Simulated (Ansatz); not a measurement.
Input file:

```yaml
crystal:
  periodic: [false, false, false]
  atoms:
    - {symbol: F, position_ang: [-0.011583, -0.283350, 1.365084]}
    - {symbol: Si, position_ang: [-0.012416, 0.362960, -0.087712]}
    - {symbol: O, position_ang: [0.035548, -0.300681, -1.466991]}
basis:
  gaussian: {orbitals: cc-pVDZ}
magnetization: {spin_polarized: false, initial_magnetization: 1}
correlation: {method: sc_nevpt2, electrons: outside_noble_gas, active_space: {window: {electrons: 11, orbitals: 7}}}
```

```sh
$ ansatz run in.yaml --threads 1 --pin off --events-out ev --progress --plain --max-ram 2393MiB
```

Question: Roughly how long does this take on 1 thread of Arm Neoverse V1, shared host, and how much host memory?

Answer: 2.3 s wall and 0.09 GiB.

```
443 factors; integrals over basis functions are off by at most 5.2e-4 eV
mean field evaluation 1: about -12600.5036 eV, gradient 4.5e1 eV
mean field evaluation 2: about -12600.5481 eV, gradient 4.5e1 eV
mean field evaluation 4: about -12604.9880 eV, gradient 7.0e0 eV
mean field evaluation 8: about -12605.1568 eV, gradient 1.1e0 eV
mean field evaluation 16: about -12605.1894 eV, gradient 1.4e-6 eV
mean field evaluation 32: about -12605.1894 eV, gradient 3.5e-6 eV
mean field evaluation 64: about -12604.7527 eV, gradient 1.7e0 eV
mean field -12605.18943651 eV, -463.2321676875 hartree, gradient 1.4e-6 eV, S^2 0.750000; 6 other end points of the search recorded, 0 dependent functions left out
reference -12605.18943651 eV, -463.2321676875 hartree; 16, 15 occupied and 30, 31 virtual orbitals, 443 factors
state -12606.17045612 eV, -463.2682194932 hartree
state -12606.17045612 eV, -463.2682194932 hartree; corrected -12617.04183720 eV, -463.6677353788 hartree
Total energy: -12617.04183720 eV, -463.6677353788 hartree
```
